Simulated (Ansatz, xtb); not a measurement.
C4H4S2: which of two isomers lies lower

Structure I: `Sc1ccsc1`, a singlet. Structure II: `Sc1cccs1`, a singlet. Both are isolated molecules in the gas phase, relaxed with B3LYP-D3(BJ)/def2-SVP; the shapes shown needn't be the lowest conformers.

I (Å):

```yaml
atoms:
  - { symbol: C, position_ang: [0.0792, 0.0101, -0.7557] }
  - { symbol: C, position_ang: [-0.0394, -1.0157, 0.2411] }
  - { symbol: C, position_ang: [-0.0373, -0.5096, 1.5137] }
  - { symbol: C, position_ang: [0.1798, 1.2673, -0.2068] }
  - { symbol: S, position_ang: [0.2026, -0.2801, -2.5080] }
  - { symbol: S, position_ang: [0.1354, 1.2140, 1.5212] }
  - { symbol: H, position_ang: [-0.9681, -0.9484, -2.6428] }
  - { symbol: H, position_ang: [-0.1139, -2.0775, 0.0050] }
  - { symbol: H, position_ang: [-0.1126, -1.0549, 2.4533] }
  - { symbol: H, position_ang: [0.2684, 2.2147, -0.7350] }
```

II (Å):

```xyz
10

C    -0.4545    0.2210   -0.9258
C     0.2296   -0.9102   -0.5393
C     0.8003   -0.7968    0.7631
C     0.5441    0.4187    1.3495
S    -1.2166    0.5217   -2.4922
S    -0.3800    1.4486    0.3147
H    -2.5077    0.4090   -2.0900
H     0.3091   -1.7911   -1.1771
H     1.3722   -1.5886    1.2489
H     0.8462    0.7616    2.3383
```

Energies in hartree; the thermal terms are from GFN2-xTB frequencies at re-optimised GFN2-xTB minima (ideal gas, soft modes damped towards free rotors, one conformer each, 298.15 K, 1 atm) and include the zero-point energy:

|  | I | II |
| --- | --- | --- |
| E, CCSD(T)/def2-SVP | −949.334899 | −949.334590 |
| E, MP2/def2-SVP | −949.255513 | −949.255544 |
| E, MP2/def2-TZVPP | −949.903506 | −949.903335 |
| zero-point energy | 0.063507 | 0.063495 |
| H(298 K) − E | 0.070518 | 0.070562 |
| G(298 K) − E | 0.033168 | 0.033065 |

Question: Correct the CCSD(T) difference for the basis set by the MP2 change, then work out ΔE, ΔE₀, ΔH and ΔG for I → II in kJ/mol (1 Eh = 2625.50 kJ/mol) and the equilibrium ratio [II]/[I].

Answer: 1. Differences II − I: CCSD(T) +0.000309, MP2 in the small set −0.000031, MP2 in the large set +0.000171 Eh.
2. ΔE = +0.000309 + (+0.000171 − (−0.000031)) = +0.000511 Eh = +1.34 kJ/mol.
3. ΔE₀ = ΔE + ΔZPE = +0.000511 + (−0.000012) Eh = +1.31 kJ/mol.
4. ΔH = ΔE + (+0.000044) Eh = +1.46 kJ/mol.
5. ΔG = ΔE + (−0.000103) Eh = +1.07 kJ/mol, so ΔS = (ΔH − ΔG)/T = +1.3 J/(mol K).
6. kT = 0.9442 mEh, so K = [II]/[I] = exp(−ΔG/kT) = exp(−0.43) ≈ 0.65.

The two are too close for this level to say which is favoured. An error of 4 kJ/mol in ΔG would change K by a factor of 5. Mirror images and further conformers aren't counted.

As drawn, both hold the same kinds of bond in the same numbers.

Other levels gave ΔE = +8.8 (GFN2-xTB); −2.0 (HF/STO-3G, GFN2-xTB geometries); +4.6 (r2SCAN-D4/def2-SVP, GFN2-xTB geometries); −0.7 (B3LYP-D3(BJ)/def2-SVP); +1.7 (HF/def2-SVP); −0.1 (MP2/def2-SVP); +0.8 (CCSD(T)/def2-SVP) kJ/mol. The correlated steps freeze 14 core orbitals. Programs: Ansatz 0.2.0, xtb 6.7.1.
